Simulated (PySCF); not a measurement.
These 2 structures share the formula C4H3FS. Method used: PBE0-D3(BJ)/def2-SVP geometry optimisation, gas phase (PySCF). Energies are electronic, without zero-point or thermal terms, for one conformer each. No frequencies were run at this level. Point groups hold within 0.08 Å.

Question: Order them by energy at this level, lowest first, and give relative energies in kcal/mol.
A. `[F:1]/[CH:2]=[CH:3]/[CH:4]=[C:5]=[S:6]` with C2–C3–C4–C5 180°
B. `Fc1cccs1`

Answer: B (0.0), A (33.4).

As drawn, the lower has an aromatic ring, which the higher lacks; the higher has cumulated double bonds, a C=S bond and a C=C bond outside aromatic rings, which the lower lacks.

```tsv
SMILES	E (Eh)	E rel (kcal/mol)	dipole (D)	point group	A, B, C (MHz)
Fc1cccs1	-651.51463	0.0	1.40	Cs	5344, 3220, 2009
F/C=C/C=C=S	-651.46146	33.4	1.16	Cs	24110, 870.9, 840.6
```

Question: How do the relative energies change in single points at PBE0/pcSseg-1 (no added dispersion term) on the same geometries?

Answer: 
```
     SMILES  PBE0-D3(BJ)/def2-SVP (kcal/mol)  PBE0/pcSseg-1 (kcal/mol)  shift
   Fc1cccs1                              0.0                       0.0    0.0
F/C=C/C=C=S                             33.4                      31.1   -2.3
```

Each column counts from its own lowest isomer. The order is unchanged; the largest shift is 2.3 kcal/mol.
